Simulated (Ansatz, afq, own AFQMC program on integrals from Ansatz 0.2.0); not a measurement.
**CH$_{3}$B, singlet in cc-pVDZ, levels against CCSDT(Q)**

```xyz
5

B     0.0000    0.0000    0.8143
C     0.0000    0.0000   -0.6867
H     0.0000    0.0000    1.9896
H     0.0000    0.9159   -1.2706
H     0.0000   -0.9159   -1.2706
```

Connectivity, by distances: BH–CH2.

Basis cc-pVDZ. Only valence electrons are correlated. AFQMC by an in-house program on the Cholesky factors that Ansatz 0.2.0 writes for its CCSD(T) run. The CISD trial takes its coefficients from CCSD amplitudes. Released means that phaseless walkers are propagated on without the constraint, phases kept. Uncertainties: one standard error, sampling alone.

Determinant: UHF, the one that the program's search chose, which needn't be the lowest solution. The geometry is a point of a scan.

No full CI on the walks' own integrals is used here; CCSDT(Q) serves as the reference and is uncertain by about the last step of the cluster series.

Cautions: an unrestricted solution with more broken spin lies lower (22 meV, ⟨S²⟩ 0.17), while this determinant keeps restricted orbitals.

* T1 diagnostic: 0.0151
* weight of the determinant in the CISD state: 0.881
* ⟨S²⟩ of the determinant: 0.000
* size of the correlated space: 10 electrons in 41 orbitals

| level | correlation energy (eV) |
| --- | --- |
| MP2 | -5.8837 |
| CCSD | -6.6742 |
| CCSD(T) | -6.9135 |

(1) Estimate where AFQMC with the constraint released lies against CCSD(T) on the same integrals.

(1) 3.9 ± 1.6 kJ/mol below CCSD(T).

Reference: CCSDT(Q), correlation energy -6.954 eV. The released energy is read at 2.40 1/Eh (meV from the phaseless value at times in 1/Eh: 16 ± 19 at 0.24, 13 ± 15 at 0.51, 11 ± 16 at 0.99, 9 ± 21 at 1.62, 15 ± 17 at 2.40).

| level | E − E(reference) (kJ/mol) | share of correlation (%) |
| --- | --- | --- |
| CCSD(T) | 3.9 | 99.42 |
| CCSDT | 1.6 | 99.76 |
| ph-AFQMC/HF | -1.8 ± 6.6 | 100.27 |
| ph-AFQMC/CISD | -1.5 ± 2.6 | 100.22 |
| released AFQMC | 0.0 ± 1.6 | 100.00 |

A walk keeps the symmetry of its determinant, which the program's search chose and which needn't be the lowest solution, so a lower state of the same spin and another symmetry isn't excluded. Released energies are given only where the last usable release times agree within the noise; a slower fall can still hide under it.
